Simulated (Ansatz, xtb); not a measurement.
# Two isomers of C3H5NOS

We compare I, `NC(=O)[C@@H]1CS1`, a singlet, with II, `C=NC(=O)CS`, a singlet. Both are isolated molecules in the gas phase, relaxed with PBE-D3(BJ)/def2-SVP; the shapes shown needn't be the lowest conformers.

I (Å):

```xyz
11

C     0.8482    1.0675   -2.1699
C     0.5549    1.8166   -0.8761
C     0.2265    1.0439    0.3604
N    -0.1417    0.2282   -2.5883
O     1.9375    1.2003   -2.7181
S    -1.1761    2.0170   -0.2837
H    -1.0749    0.3191   -2.1754
H    -0.0070   -0.2875   -3.4574
H     1.2007    2.7035   -0.7683
H     0.1298   -0.0515    0.2669
H     0.6488    1.3910    1.3189
```

II (Å):

```xyz
11

C     0.5175    1.4046   -3.3672
C     0.4616    0.5717   -1.1641
C    -0.4297    1.1579   -0.0682
N    -0.0704    0.7533   -2.4428
O     1.4570   -0.1030   -0.9485
S     0.4272    1.3029    1.5327
H     0.0615    1.4481   -4.3760
H     1.4828    1.9398   -3.2167
H    -1.3262    0.5026    0.0015
H    -0.7981    2.1572   -0.3773
H     1.2843    0.2800    1.2337
```

Q: Which of the two would you expect CCSD(T)/def2-SVP + ΔMP2/def2-TZVPP electronic energies to favour?

A: Structure I; the calculation gives E(II) − E(I) = +80.7 kJ/mol.

How the difference moves with the method:

```tsv
level	geometry	E(II) − E(I) (kJ/mol)	departure from the last row (kJ/mol)	job, with rough time for the two
GFN2-xTB	GFN2-xTB	+64.9	−15.8	optimisation, 0.41 s
HF/STO-3G	GFN2-xTB	+83.8	+3.1	single point, 0.55 s
r2SCAN-D4/def2-SVP	GFN2-xTB	+100.4	+19.8	single point, 3.2 s
PBE-D3(BJ)/def2-SVP	PBE-D3(BJ)/def2-SVP	+88.7	+8.0	optimisation, 45 s
HF/def2-SVP	PBE-D3(BJ)/def2-SVP	+65.1	−15.6	part of the CCSD(T) run
MP2/def2-SVP	PBE-D3(BJ)/def2-SVP	+85.2	+4.5	part of the CCSD(T) run
CCSD(T)/def2-SVP	PBE-D3(BJ)/def2-SVP	+65.7	−15.0	single point
CCSD(T)/def2-SVP + ΔMP2/def2-TZVPP	PBE-D3(BJ)/def2-SVP	+80.7		single point, 51 s
```

As drawn, II has 1 C=N, 1 C–H, 1 S–H in place of 1 C–C, 1 C–S, 2 N–H. Structure I has a 3-membered ring, II no ring.

None of the levels shown reverses the order. The largest departure from CCSD(T)/def2-SVP + ΔMP2/def2-TZVPP is that of r2SCAN-D4/def2-SVP, 19.8 kJ/mol. The last row adds to CCSD(T) the change of the MP2 difference between the two basis sets, here +15.0 kJ/mol, a large step that makes the value less sure.

With thermal terms from frequencies at re-optimised GFN2-xTB minima (ideal gas, soft modes damped towards free rotors, one conformer each, 298.15 K, 1 atm): on the last row, ΔE + ΔZPE = +67.1, ΔH = +69.6, ΔG = +63.8 kJ/mol.

The correlated steps freeze 10 core orbitals. Mirror images aren't counted in ΔG. Codes used: Ansatz 0.2.0, xtb 6.7.1; the last row on 2 threads of Intel(R) Xeon(R) Processor on a shared host.
